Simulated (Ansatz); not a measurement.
# How far each method lies from RCCSDT(Q) for H2Al–PH2, singlet

Geometry: a PBE0/def2-TZVP stationary point for this spin, not checked as a minimum.

```xyz
6

Al   -0.0378    0.0000    1.2136
P     0.0900    0.0000   -1.1052
H    -0.0211   -1.3802    1.9955
H    -0.0211    1.3802    1.9955
H    -0.8560   -1.0483   -1.2577
H    -0.8560    1.0483   -1.2577
```

Basis cc-pVTZ; Ansatz 0.2.0. Correlated methods freeze the noble-gas cores, which leaves 12 electrons in 114 orbitals. Prefix R: restricted or restricted open-shell reference.

Full CI isn't at hand for all of this; RCCSDT(Q) serves as the reference, and is uncertain by about the last step of the cluster series.

The UHF ⟨S²⟩ is 0.000, the T1 diagnostic (RCCSD) is 0.0134 and the largest doubles amplitude (RCCSD) is 0.035.

| level | E − E(RCCSDT(Q)) (kJ/mol) | share of correlation (%) | wall time |
| --- | --- | --- | --- |
| RHF | 777.1 | 0.00 | – |
| RMP2 | 136.6 | 82.42 | – |
| RCCSD | 31.4 | 95.96 | – |
| RCCSD(T) | 4.5 | 99.42 | 3.4 s |
| BCCD(T) | 4.3 | 99.44 | 1.6 s (H100) |
| RCCSDT | 1.4 | 99.82 | – |

The correlation energy at RCCSDT(Q), counted from RHF, is -8.054 eV. That run took 16 s on 2 threads of AMD EPYC 7R13 with a shared H100 80 GB, shared host.

Times hold each run's SCF and search for its determinant on a shared host, so for small cases they say little of a method's own cost; rows without a card ran on 1 thread of AMD EPYC 7R13.

Atomization energy (electronic, same basis, no zero-point term; atoms at the same level, unrestricted beside the R rows where the molecule is a closed shell, with restricted open-shell steps beyond CCSDT(Q)) at RCCSDT(Q): 1429.7 kJ/mol. Errors of other levels:

```tsv
level	error (kJ/mol)
RHF	-361.7
RMP2	-33.9
RCCSD	-14.9
RCCSD(T)	-0.9
BCCD(T)	-0.5
RCCSDT	-1.1
```

This basis is far from its limit, so the value isn't to be set against a measured one.
